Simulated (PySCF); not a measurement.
**S2O (Disulfur monoxide) at B3LYP/STO-3G**

What is the energy change on altering one bond length of S2O (Disulfur monoxide) at B3LYP/STO-3G? The job is set up through a Python script.

The calculation is run with PySCF 2.14.0.

17 further runs of the same task are left out: 8 that didn't finish, 9 set aside as unsound or not needed.

## 1. The system as given

S2O has 3 atoms, charge 0, and is taken as a singlet. SMILES: `O=S=S`. The coordinates come from a GFN2-xTB relaxation.

Bond lengths: O1–S2 1.448 Å, S2–S3 1.909 Å. Angles: O1–S2–S3 114.6°.

## 2. The energy at B3LYP/STO-3G

File input.py:

```python
from pyscf import gto, dft

system = gto.M(
    atom='''
O      0.431370     1.195520     0.483120
S      0.559470    -0.210460     0.159300
S     -0.990830    -0.985060    -0.642420
''',
    basis='sto-3g',
    max_memory=1860,
    verbose=3,
    charge=0,
)

myscf = dft.RKS(system)
myscf.xc = 'b3lyp'
myscf.grids.level = 5
myscf.conv_tol = 1e-10
myscf.kernel()
if not myscf.converged:
    myscf = myscf.newton().run(myscf.mo_coeff, myscf.mo_occ)

energy = myscf.e_tot
print('Final energy', energy)
```

On the command line:

```sh
$ OMP_NUM_THREADS=1 python input.py
```

The program printed:

```text
converged SCF energy = -861.594785917935
Final energy -861.5947859179346
```

Wall time 2.5 s (1 thread of Arm Neoverse V2, shared host); peak memory 0.21 GiB.

## 3. The distorted shape, same level

File job.py:

```python
from pyscf import gto, dft

molecule = gto.Mole()
molecule.atom = [
    ('O', (1.206479, 1.582800, 0.883959)),
    ('S', (1.334579, 0.176820, 0.560139)),
    ('S', (-0.990830, -0.985060, -0.642420)),
]
molecule.verbose = 4
molecule.max_memory = 1860
molecule.spin = 0
molecule.charge = 0
molecule.basis = 'sto-3g'
molecule.build()

ks = dft.RKS(molecule, xc='b3lyp')
ks.grids.level = 5
ks.conv_tol = 1e-10
ks.kernel()
if not ks.converged:
    ks = ks.newton().run(ks.mo_coeff, ks.mo_occ)

e_final = ks.e_tot
print(f'total energy: {e_final:.8f} hartree')
```

On the command line:

```sh
$ OMP_NUM_THREADS=1 python job.py
```

The program printed:

```text
PySCF version 2.14.0

[INPUT] num. atoms = 3
[INPUT] num. electrons = 40
[INPUT] charge = 0
[INPUT] spin (= nelec alpha-beta = 2S) = 0
[INPUT] symmetry False subgroup None
[INPUT] Mole.unit = angstrom
[INPUT] Symbol           X                Y                Z      unit          X                Y                Z       unit  Magmom
[INPUT]  1 O      1.206479000000   1.582800000000   0.883959000000 AA    2.279914885039   2.991058509962   1.670440415344 Bohr   0.0
[INPUT]  2 S      1.334579000000   0.176820000000   0.560139000000 AA    2.521988801596   0.334141373346   1.058509301688 Bohr   0.0
[INPUT]  3 S     -0.990830000000  -0.985060000000  -0.642420000000 AA   -1.872397336003  -1.861493616264  -1.213997856943 Bohr   0.0

nuclear repulsion = 112.325979975043
number of shells = 13
number of NR pGTOs = 69
number of NR cGTOs = 23
basis = sto-3g
ecp = {}

[... 85 lines left out ...]
converged SCF energy = -861.48719403036
total energy: -861.48719403 hartree
```

Run time: 4.8 s. Hardware: 1 thread of Arm Neoverse V2, shared host; peak memory 0.21 GiB.

## 4. Summary of results

At B3LYP/STO-3G:

| quantity | value |
| --- | --- |
| first shape: total energy | -861.59479 Eh |
| first shape: dipole moment | 1.22 D |
| first shape: HOMO energy | -2.88 eV |
| first shape: LUMO energy | 0.14 eV |
| first shape: HOMO–LUMO gap | 3.02 eV |
| distorted shape: total energy | -861.48719 Eh |
| distorted shape: dipole moment | 1.34 D |
| distorted shape: HOMO energy | -1.93 eV |
| distorted shape: LUMO energy | -0.87 eV |
| distorted shape: HOMO–LUMO gap | 1.06 eV |
| energy change with the S2–S3 bond stretched from 1.909 to 2.864 Å | 2.928 eV |

What this shows: With the S2–S3 bond stretched from 1.909 to 2.864 Å the energy rises by 2.93 eV (282 kJ/mol). The first shape isn't relaxed at this level, so the change isn't measured from a minimum. A restricted reference can't describe the breaking bond well at this length. The minimal basis adds a large error of its own. Mulliken charges (distorted shape) run from -0.28 on O1 to +0.39 on S2; they depend strongly on the basis.
